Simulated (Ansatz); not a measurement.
Ansatz (a quantum-chemistry and plane-wave program) input (CCSD(T)/cc-pVQZ):

Ansatz 0.2 input:
```yaml
crystal:
  periodic: [false, false, false]
  atoms:
    - {symbol: F, position_ang: [-0.00000000, -0.00000000, -0.64654644]}
    - {symbol: F, position_ang: [0.00000000, 0.00000000, 0.64654644]}
basis:
  gaussian:
    orbitals: cc-pVQZ
total_charge: 1
magnetization: {spin_polarized: true, initial_magnetization: 1}
correlation: {method: ccsd_t, electrons: outside_noble_gas}
```

Output:

```
Functional definition: HF
integrals: 0.23 GiB planned
691 factors; integrals over basis functions are off by at most 1.0e-3 eV
mean field: 0.22 GiB planned
mean field evaluation 1: about -5392.9039 eV, gradient 1.6e1 eV
mean field evaluation 2: about -5392.9065 eV, gradient 1.6e1 eV
mean field evaluation 4: about -5393.5421 eV, gradient 1.1e0 eV
mean field evaluation 8: about -5393.5490 eV, gradient 3.5e-4 eV
mean field evaluation 16: about -5393.5490 eV, gradient 2.0e-5 eV
mean field evaluation 32: about -5393.5813 eV, gradient 8.7e-3 eV
mean field evaluation 64: about -5393.5505 eV, gradient 3.4e-3 eV
mean field evaluation 96: about -5393.5490 eV, gradient 3.6e-6 eV
mean field evaluation 128: about -5393.5484 eV, gradient 1.4e-1 eV
mean field evaluation 160: about -5393.5496 eV, gradient 2.2e-1 eV
mean field -5393.95294858 eV, -198.2241147078 hartree, gradient 2.0e-6 eV, S^2 0.803637; 9 other end points of the search recorded, 0 dependent functions left out
determinant -5393.95294858 eV, -198.2241147078 hartree, with singles and doubles -5408.55230350 eV, -198.7606311051 hartree
determinant -5393.54902613 eV, -198.2092708315 hartree, with singles and doubles -5408.66029141 eV, -198.7645995878 hartree
determinant -5393.95294858 eV, -198.2241147078 hartree, with singles and doubles -5408.52009980 eV, -198.7594476409 hartree
determinant -5393.54902613 eV, -198.2092708315 hartree, with singles and doubles -5408.56213486 eV, -198.7609924010 hartree
determinant -5393.95294858 eV, -198.2241147078 hartree, with singles and doubles -5408.54965853 eV, -198.7605339042 hartree
determinant -5393.54902613 eV, -198.2092708315 hartree, with singles and doubles -5408.56301004 eV, -198.7610245633 hartree
2 core orbitals not correlated
reference -5393.54902613 eV, -198.2092708315 hartree; 7, 6 occupied and 101, 102 virtual orbitals, 691 factors
second order -15.29794835 eV of doubles, -0.00000000 eV of singles
coupled cluster: 0.64 GiB planned
coupled cluster: 1.02 GiB planned
cycle   1  -14.52368271 eV  change   -2.0e-1 eV  update   6.8e-2
cycle   2  -14.94413826 eV  change   -4.2e-1 eV  update   2.3e-2
cycle   3  -15.01446004 eV  change   -7.0e-2 eV  update   1.0e-2
cycle   4  -15.01213697 eV  change    2.3e-3 eV  update   2.7e-3
cycle   5  -15.01310908 eV  change   -9.7e-4 eV  update   9.6e-4
cycle   6  -15.01382943 eV  change   -7.2e-4 eV  update   3.5e-4
cycle   7  -15.01407518 eV  change   -2.5e-4 eV  update   1.1e-4
cycle   8  -15.01396717 eV  change    1.1e-4 eV  update   3.5e-5
cycle   9  -15.01397728 eV  change   -1.0e-5 eV  update   1.1e-5
cycle  10  -15.01397873 eV  change   -1.5e-6 eV  update   4.0e-6
coupled cluster: 1.03 GiB planned
perturbative correction -0.63190647 eV, -0.0232221343 hartree
WARN: these amplitudes may be one of several solutions (largest doubles amplitude 0.12, level shift 4.39 eV)
Total energy: -5409.19491133 eV, -198.7842465073 hartree
```

The program attaches cautions to this result: other roots.
